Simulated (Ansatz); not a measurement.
**doublet C2N: levels of theory in one basis**

```
atom   x (Å)   y (Å)    z (Å)
   C  0.0000  0.0000  -1.3073
   N  0.0000  0.0000   0.0000
   C  0.0000  0.0000   1.3073
```

Basis set: def2-SVP (spherical functions). Frozen core: 3 orbitals. Correlation on ROHF uses semicanonical orbitals with singles. Charge 0, multiplicity 2.

Computed with Ansatz (development build ahead of 0.2.0); each method stands on the lowest determinant of its kind that the runs found.

```
      method  E − E(ROHF) (eV)  <S²> of the determinant
        ROHF              0.00                        –
         UHF             -0.64                     0.93
    ROHF-MP2            -10.03                        –
ROHF-CCSD(T)            -11.15                        –
 UHF-CCSD(T)            -11.14                     0.93
```

What does UHF-MP2 give on the same scale?

-9.54 eV.

Is a single determinant a sound starting point here?

Only with care. Unrestricted orbitals gain 0.64 eV and <S²> is 0.93 against 0.75 for a pure state, a contamination that matters most for the unrestricted series.

Caution for ROHF, ROHF-MP2, ROHF-CCSD(T): an unrestricted determinant lies well below. Caution for UHF, UHF-MP2, UHF-CCSD(T): the unrestricted determinant is spin contaminated.
